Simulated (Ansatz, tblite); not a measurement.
Cost and result up the ladder for BH2(SiH3) (SiBH₅) (7 atoms). Charge 0, multiplicity 1. Geometry: B3LYP-D4/def2-TZVP.

```tsv
atom	x (Å)	y (Å)	z (Å)
B1	0.605	0.676	0.785
H2	0.039	1.413	1.530
H3	1.784	0.569	0.910
Si4	-0.404	-0.418	-0.568
H5	0.403	-0.774	-1.762
H6	-1.665	0.219	-1.024
H7	-0.763	-1.686	0.129
```

Ansatz on 4 threads of Arm Neoverse V2 on a shared host; xTB runs through tblite on one thread. Times are rough, summed over both states, and most runs start from the orbitals of an earlier one. CCSD(T)/def2-TZVPP serves as the yardstick here, not as an exact answer. The other state is a doublet.

The xTB rows come from tblite. Correlated methods freeze 6 core orbitals.

Raw xTB energies of ions are shifted by several eV.

```
              level  functions  vertical IE (eV)  difference from CCSD(T)/def2-TZVPP (eV)
  PBE0-D4/def2-TZVP         98             10.79                                    -0.14
           GFN1-xTB         23             14.71                                     3.78
r2SCAN-D4/def2-TZVP         98             10.71                                    -0.22
   PBE-D4/def2-TZVP         98             10.65                                    -0.28
 CCSD(T)/def2-TZVPP        143             10.93                                     0.00
           GFN2-xTB         18             13.62                                     2.70
```

Estimate how long each takes.

GFN2-xTB 0.003 s; GFN1-xTB 0.005 s; PBE-D4/def2-TZVP 1.1 s; PBE0-D4/def2-TZVP 1.4 s; r2SCAN-D4/def2-TZVP 2.2 s; CCSD(T)/def2-TZVPP 12 s. On shared hardware such times vary by a factor of up to 3.
